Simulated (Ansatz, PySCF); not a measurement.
System: CH₃S, net charge 0, doublet state. It need not be the lowest isomer of its formula. SMILES: C[S]
Geometry from a B3LYP-D3(BJ)/def2-TZVP (Ansatz, a program for electronic structure) optimisation:
```xyz
5

C     -0.0139     1.1056     0.0124
S      0.0013    -0.6916    -0.0079
H      1.0336     1.4242     0.0401
H     -0.5062     1.4939     0.9033
H     -0.4650     1.5146    -0.8909
```
Charge 0, spin multiplicity 2.


Wanted: enthalpy of formation at 298 K (from the atomisation energy, B3LYP-D3(BJ)/def2-TZVP harmonic zero-point and thermal terms from PySCF, and the atoms' enthalpies of formation in the G2/97 table; no spin-orbit terms, and no core term in the frozen-core levels), in kcal/mol. Valence correlation only, unless marked. Open shells are spin-unrestricted. No spin-orbit coupling. Non-relativistic. The coupled-cluster limit lacks core correlation, which all-electron functionals hold. Basis-set limits of correlation are two-point, X^-3; Hartree-Fock from the larger set. [CCSD(T)-MP2]/basis is that difference in the basis named.

Measured: 29.8 kcal/mol (G2/97 table in ASE (Curtiss et al.)); it holds spin-orbit and relativistic effects, which these rows lack, and core correlation, which the frozen-core levels lack. This is an older compilation, not checked against later work.

```json
[
 {"level": "HF/6-31G", "program": "Ansatz", "enthalpy of formation at 298 K (kcal/mol)": "148.7", "error against measurement": "118.9"},
 {"level": "HF/aug-cc-pV(T+d)Z", "program": "Ansatz", "enthalpy of formation at 298 K (kcal/mol)": "126.5", "error against measurement": "96.7"},
 {"level": "HF/def2-TZVPD", "program": "PySCF", "enthalpy of formation at 298 K (kcal/mol)": "127.0", "error against measurement": "97.2"},
 {"level": "revPBE/def2-TZVPD", "program": "Ansatz", "enthalpy of formation at 298 K (kcal/mol)": "33.3", "error against measurement": "3.5"},
 {"level": "BP86-D4/def2-TZVPD", "program": "PySCF + dftd4", "enthalpy of formation at 298 K (kcal/mol)": "14.9", "error against measurement": "-14.9"},
 {"level": "M06-L-D4/def2-TZVPD", "program": "PySCF + dftd4", "enthalpy of formation at 298 K (kcal/mol)": "29.3", "error against measurement": "-0.5"},
 {"level": "r2SCAN/def2-TZVPD", "program": "Ansatz", "enthalpy of formation at 298 K (kcal/mol)": "26.2", "error against measurement": "-3.6"},
 {"level": "PBE0/def2-TZVPD", "program": "Ansatz", "enthalpy of formation at 298 K (kcal/mol)": "27.0", "error against measurement": "-2.8"},
 {"level": "BHLYP-D4/def2-TZVPD", "program": "Ansatz + dftd4", "enthalpy of formation at 298 K (kcal/mol)": "36.5", "error against measurement": "6.7"},
 {"level": "r2SCANh/def2-TZVPD", "program": "Ansatz", "enthalpy of formation at 298 K (kcal/mol)": "27.9", "error against measurement": "-1.9"},
 {"level": "PW6B95-D3(BJ)/def2-TZVPD", "program": "PySCF + dftd3", "enthalpy of formation at 298 K (kcal/mol)": "26.7", "error against measurement": "-3.1"},
 {"level": "MN15-D3(BJ)/def2-TZVPD", "program": "PySCF + dftd3", "enthalpy of formation at 298 K (kcal/mol)": "28.2", "error against measurement": "-1.6"},
 {"level": "LC-wPBE/def2-TZVPD", "program": "Ansatz", "enthalpy of formation at 298 K (kcal/mol)": "30.1", "error against measurement": "0.3"},
 {"level": "wB97X-V/def2-TZVPD", "program": "Ansatz", "enthalpy of formation at 298 K (kcal/mol)": "26.6", "error against measurement": "-3.2"},
 {"level": "MP2/6-31G*", "program": "Ansatz", "enthalpy of formation at 298 K (kcal/mol)": "66.0", "error against measurement": "36.2"},
 {"level": "MP2/cc-pV(T+d)Z", "program": "Ansatz", "enthalpy of formation at 298 K (kcal/mol)": "37.7", "error against measurement": "7.9"},
 {"level": "RI-MP2/aug-cc-pV(Q+d)Z", "program": "Ansatz", "enthalpy of formation at 298 K (kcal/mol)": "30.9", "error against measurement": "1.1"},
 {"level": "RI-MP2/CBS(def2-TZVPP,def2-QZVPP)", "program": "Ansatz", "enthalpy of formation at 298 K (kcal/mol)": "28.1", "error against measurement": "-1.7"},
 {"level": "SCS-MP2/cc-pV(T+d)Z", "program": "Ansatz", "enthalpy of formation at 298 K (kcal/mol)": "36.9", "error against measurement": "7.1"},
 {"level": "CCSD/def2-TZVPPD", "program": "Ansatz", "enthalpy of formation at 298 K (kcal/mol)": "42.2", "error against measurement": "12.4"},
 {"level": "RI-MP2/CBS(aug-cc-pV(T+d)Z,aug-cc-pV(Q+d)Z)+[CCSD(T)-MP2]/aug-cc-pV(T+d)Z", "program": "Ansatz", "enthalpy of formation at 298 K (kcal/mol)": "28.7", "error against measurement": "-1.1"}
]
```
